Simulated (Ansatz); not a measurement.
in.yaml

```yaml
crystal:
  periodic: [false, false, false]
  atoms:
    - {symbol: C, position_ang: [0.000000, -0.231556, 1.642911]}
    - {symbol: Si, position_ang: [0.000000, 0.419511, -0.056146]}
    - {symbol: O, position_ang: [0.000000, -0.495400, -1.281834]}
    - {symbol: H, position_ang: [0.000000, -1.066454, 2.334393]}
basis:
  gaussian: {orbitals: cc-pVTZ}
total_charge: 1
magnetization: {spin_polarized: false, initial_magnetization: 2}
correlation: {method: ccsdt_q, electrons: outside_noble_gas}
```

```sh
$ ansatz run in.yaml --threads 2 --pin off --events-out ev --progress --plain --max-ram 24576MiB --backend cuda --devices 0, --max-vram 18GiB
```

Q: Roughly how long does this take on 2 threads of AMD EPYC 7R13 with a shared H100 80 GB, shared host, and how much host memory?

A: 1.8 min wall and 1.6 GiB.

```
1348 factors; integrals over basis functions are off by at most 2.4e-7 eV
mean field evaluation 1: about -10922.5628 eV, gradient 7.3e1 eV
mean field evaluation 2: about -10922.5739 eV, gradient 7.3e1 eV
mean field evaluation 4: about -10923.5868 eV, gradient 4.7e1 eV
mean field evaluation 8: about -10933.7575 eV, gradient 1.7e0 eV
mean field evaluation 16: about -10933.8067 eV, gradient 3.0e-6 eV
mean field evaluation 32: about -10932.6206 eV, gradient 4.0e-1 eV
mean field evaluation 64: about -10932.8997 eV, gradient 1.8e-2 eV
mean field evaluation 96: about -10932.6476 eV, gradient 1.6e-1 eV
mean field evaluation 128: about -10932.5685 eV, gradient 7.0e-1 eV
mean field evaluation 160: about -10930.3105 eV, gradient 6.8e0 eV
...
cycle  25  -13.43411929 eV  change    9.6e-7 eV  update   1.3e-5
cycle  26  -13.43410922 eV  change    1.0e-5 eV  update   9.1e-6
cycle  27  -13.43410899 eV  change    2.3e-7 eV  update   7.7e-6
cycle  28  -13.43411363 eV  change   -4.6e-6 eV  update   5.7e-6
cycle  29  -13.43411405 eV  change   -4.2e-7 eV  update   4.4e-6
cycle  30  -13.43411221 eV  change    1.8e-6 eV  update   3.3e-6
cycle  31  -13.43411430 eV  change   -2.1e-6 eV  update   2.5e-6
cycle  32  -13.43411311 eV  change    1.2e-6 eV  update   1.9e-6
cycle  33  -13.43411096 eV  change    2.2e-6 eV  update   1.4e-6
cycle  34  -13.43411172 eV  change   -7.6e-7 eV  update   1.0e-6
perturbative correction -0.06357188 eV, -0.0023362236 hartree
Total energy: -10947.30443353 eV, -402.3060175827 hartree
```
